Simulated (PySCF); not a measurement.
# SiO (SMILES O=[Si]) at CCSDT/STO-3G

What is the vertical ionisation energy of SiO at CCSDT/STO-3G? Input form: a Python script.

The calculation is run with PySCF 2.14.0.

32 further runs of the same task are left out: 14 that didn't finish, 18 set aside as unsound or not needed.

## 1. Starting point

SiO: 2 atoms, total charge 0, spin state singlet. As SMILES, `O=[Si]`. The coordinates come from a PBE0-D4/def2-TZVP relaxation.

Bond lengths: O1–Si2 1.509 Å.

## 2. The energy at CCSDT/STO-3G

File job.py:

```python
from pyscf import gto, scf, cc

mol = gto.M(
    atom=[
    ('O', (-0.640700, 0.231500, -0.324000)),
    ('Si', (0.640700, -0.231500, 0.324000)),
],
    verbose=3,
    charge=0,
    max_memory=1860,
    basis='sto-3g',
)

calc0 = scf.RHF(mol)
calc0.conv_tol = 1e-10
calc0.kernel()
if not calc0.converged:
    calc0 = calc0.newton().run(calc0.mo_coeff, calc0.mo_occ)

mycc = cc.CCSDT(calc0, frozen=6)
mycc.kernel()
energy = mycc.e_tot
print(f'total energy: {energy:.8f} hartree')
```

Run with:

```
$ OMP_NUM_THREADS=1 python job.py
```

Output:

```text
converged SCF energy = -359.398458184056
_make_eris_incore_RCCSDT

WARN: A large `blksize` is being used, which may cause large memory consumption
      for storing contraction intermediates. If memory is sufficient, consider using
      `pyscf.cc.rccsdt_highm.RCCSDT` instead.

WARN: A large `blksize_oovv` is being used, which may cause large memory consumption
      for storing contraction intermediates. If memory is sufficient, consider using
      `pyscf.cc.rccsdt_highm.RCCSDT` instead.

WARN: A large `blksize_oooo` is being used, which may cause large memory consumption
      for storing contraction intermediates. If memory is sufficient, consider using
      `pyscf.cc.rccsdt_highm.RCCSDT` instead.

RCCSDT converged
E(RCCSDT) = -359.5472065598516   E_corr = -0.1487483757955591
E_corr(same-spin) = -0.0320437790300519
E_corr(oppo-spin) = -0.116704596765507
total energy: -359.54720656 hartree
```

Wall time 0.83 s (1 thread of Arm Neoverse V1, shared host); peak memory 0.1 GiB.

## 3. The doublet cation, same level

File job.py:

```python
from pyscf import gto, cc

mol = gto.M(
    atom='''
O   -0.640700   0.231500  -0.324000
Si   0.640700  -0.231500   0.324000
''',
    max_memory=1860,
    verbose=4,
    charge=1,
    spin=1,
    basis='sto-3g',
)

hf = mol.UHF()
hf.conv_tol = 1e-10
hf.kernel()
if not hf.converged:
    hf = hf.newton().run(hf.mo_coeff, hf.mo_occ)

mycc = cc.CCSDT(hf, frozen=6)
mycc.kernel()
energy = mycc.e_tot
print(f'total energy: {energy:.8f} hartree')
```

Run with:

```
$ OMP_NUM_THREADS=1 python job.py
```

Output:

```text
PySCF version 2.14.0

[INPUT] num. atoms = 2
[INPUT] num. electrons = 21
[INPUT] charge = 1
[INPUT] spin (= nelec alpha-beta = 2S) = 1
[INPUT] symmetry False subgroup None
[INPUT] Mole.unit = angstrom
[INPUT] Symbol           X                Y                Z      unit          X                Y                Z       unit  Magmom
[INPUT]  1 O     -0.640700000000   0.231500000000  -0.324000000000 AA   -1.210747528009   0.437471597837  -0.612271264359 Bohr   0.0
[INPUT]  2 Si     0.640700000000  -0.231500000000   0.324000000000 AA    1.210747528009  -0.437471597837   0.612271264359 Bohr   0.0

nuclear repulsion = 39.2833323697854
number of shells = 8
number of NR pGTOs = 42
number of NR cGTOs = 14
basis = sto-3g
ecp = {}

******** <class 'pyscf.scf.uhf.UHF'> ********
method = UHF
initial guess = minao
damping factor = 0
level_shift factor = 0
DIIS = <class 'pyscf.scf.diis.CDIIS'>
diis_start_cycle = 1
diis_space = 8
diis_damp = 0
SCF conv_tol = 1e-10
SCF conv_tol_grad = None
SCF max_cycles = 50
direct_scf = True
direct_scf_tol = 1e-13
number electrons alpha = 11  beta = 10
Set gradient conv threshold to 1e-05
init E= -359.071156991951
[... the frontier-level lines of each cycle are left out ...]

cycle= 1 E= -358.917730994514  delta_E= 0.153  |g|= 0.478  |ddm|= 1.59
[... 60 lines left out ...]
converged SCF energy = -359.162559160775  <S^2> = 0.79073625  2S+1 = 2.0403296
[... 17 lines left out ...]
WARN: A large `blksize_v_aaa` is being used, which may cause large memory consumption
[... 3 lines left out ...]
WARN: A large `blksize_v_aab` is being used, which may cause large memory consumption
[... 11 lines left out ...]
Init t2, MP2 energy = -0.0810451308688955
[... 24 lines left out ...]
UCCSDT converged
[... 3 lines left out ...]
total energy: -359.29065930 hartree
```

Run time: 1.2 s. Hardware: 1 thread of Arm Neoverse V1, shared host; peak memory 0.12 GiB.

## 4. What came out

Level: CCSDT/STO-3G, 6 core orbitals frozen.

```
                                                                  quantity          value
                                                 singlet SiO: total energy  -359.54721 Eh
                         singlet SiO: dipole moment (Hartree–Fock density)         1.90 D
                          singlet SiO: HOMO energy (Hartree–Fock orbitals)       -7.67 eV
                          singlet SiO: LUMO energy (Hartree–Fock orbitals)        7.97 eV
                        singlet SiO: HOMO–LUMO gap (Hartree–Fock orbitals)       15.65 eV
                  singlet SiO: correlation energy (6 core orbitals frozen)     -148.7 mEh
                                                singlet SiO: T1 diagnostic          0.031
                                              doublet cation: total energy  -359.29066 Eh
doublet cation: HOMO energy (Hartree–Fock orbitals) (highest over α and β)      -19.26 eV
 doublet cation: LUMO energy (Hartree–Fock orbitals) (lowest over α and β)       -4.76 eV
               doublet cation: correlation energy (6 core orbitals frozen)     -128.1 mEh
                         doublet cation: ⟨S²⟩ of the reference determinant          0.791
                                             doublet cation: T1 diagnostic          0.105
                        vertical ionisation energy (to the doublet cation)       6.981 eV
```

What this shows: Removing an electron at fixed nuclei costs 6.98 eV (674 kJ/mol). In a minimal basis such a difference can be off by several eV, whatever the method. The T1 diagnostic (singlet SiO) of 0.031 is above the customary mark for such species, so a single reference may not serve. The T1 diagnostic (doublet cation) of 0.105 is above the customary mark for such species, so a single reference may not serve.
